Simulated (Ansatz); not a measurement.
Computed with frozen-core CCSD(T)/cc-pVTZ // B3LYP-D3(BJ)/def2-TZVP (Ansatz, an electronic-structure program).

Ansatz 0.2 input:
```yaml
crystal:
  periodic: [false, false, false]
  atoms:
    - { symbol: C, position_ang: [0.581093, -0.000003, -0.000002] }
    - { symbol: N, position_ang: [-0.581093, 0.000003, 0.000002] }
basis:
  gaussian: { orbitals: cc-pVTZ }
correlation:
  method: ccsd_t
magnetization:
  spin_polarized: true
  initial_magnetization: 1
```

Output:

```
Functional definition: HF
361 factors; integrals over basis functions are off by at most 1.3e-3 eV
mean field evaluation 1: about -2507.8034 eV, gradient 1.7e1 eV
mean field evaluation 2: about -2507.8064 eV, gradient 1.7e1 eV
mean field evaluation 4: about -2509.1511 eV, gradient 2.7e0 eV
mean field evaluation 8: about -2509.5429 eV, gradient 1.3e0 eV
mean field evaluation 16: about -2509.8462 eV, gradient 2.5e-1 eV
mean field evaluation 32: about -2509.4235 eV, gradient 2.4e0 eV
mean field evaluation 64: about -2509.1647 eV, gradient 3.1e0 eV
mean field evaluation 96: about -2509.3253 eV, gradient 1.1e-3 eV
mean field evaluation 128: about -2507.5466 eV, gradient 4.6e0 eV
mean field evaluation 160: about -2509.3253 eV, gradient 5.1e-3 eV
mean field -2509.84776795 eV, -92.2352042363 hartree, gradient 2.4e-6 eV, S^2 1.119124; 7 other end points of the search recorded, 0 dependent functions left out
determinant -2509.84776795 eV, -92.2352042363 hartree, with singles and doubles -2518.30381494 eV, -92.5459582314 hartree
determinant -2509.43844294 eV, -92.2201618195 hartree, with singles and doubles -2517.79833862 eV, -92.5273823192 hartree
determinant -2509.39641244 eV, -92.2186172272 hartree, with singles and doubles -2518.24648824 eV, -92.5438515141 hartree
determinant -2509.32530347 eV, -92.2160040209 hartree, with singles and doubles -2517.24877961 eV, -92.5071863983 hartree
determinant -2509.84776795 eV, -92.2352042363 hartree, with singles and doubles -2518.33741977 eV, -92.5471931860 hartree
determinant -2509.43844294 eV, -92.2201618195 hartree, with singles and doubles -2518.28155614 eV, -92.5451402355 hartree
determinant -2509.39641244 eV, -92.2186172272 hartree, with singles and doubles -2518.32577491 eV, -92.5467652453 hartree
2 core orbitals not correlated
reference -2509.84776795 eV, -92.2352042363 hartree; 5, 4 occupied and 53, 54 virtual orbitals, 361 factors
second order -7.52355239 eV of doubles, -0.00000000 eV of singles
cycle   1  -8.48965238 eV  change   -5.6e-7 eV  update   2.9e-6
perturbative correction -0.49577448 eV, -0.0182193760 hartree
Total energy: -2518.83319481 eV, -92.5654125827 hartree
```

Cost: around 8 core-seconds (rough).
